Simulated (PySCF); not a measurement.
## Threshold energies of BCl in a plasma

CCSD(T) in PySCF with def2-TZVPPD on every atom, for the lowest determinant that a PBE0 search found; no spin–orbit coupling.

```csv
species,state (unpaired electrons),Re (Å),ωe (cm⁻¹),energy of the minimum from the neutral (eV),De (eV),dissociates to
BCl,singlet (closed shell),1.726,836,0.00,5.16,B + Cl
BCl⁺,doublet (σ ↑),1.604,1139,9.89,3.48,B⁺ + Cl
```

**Question.** Work out the lowest energy to break BCl into atoms, from its vibrational ground state.

**Answer.** D0 = De − ωe/2 = 5.16 − 0.05 = 5.11 eV (CCSD(T)/def2-TZVPPD).

**Question.** Work out the ionisation energy of the B atom at this level and the threshold of dissociative ionisation.

**Answer.** IE(B) = 9.89 + 3.48 − 5.16 = 8.21 eV, so B⁺ + Cl + e⁻ appears at D0 + IE(B) = 13.32 eV (CCSD(T)/def2-TZVPPD). The measured IE(B) is 8.298 eV (NIST ASD).

These are thermodynamic thresholds; the onsets seen under electron impact lie higher where the geometry changes, and cross-sections peak well above them.

Correlated steps freeze 6 core orbitals. For an ion De counts to the pair picked by the measured ionisation energies or electron affinities, which need not be the lowest pair at this level. Where the molecule has an RHF reference, its open-shell atoms are computed with UHF. States were picked by a PBE0 search and need not be the measured ground states.
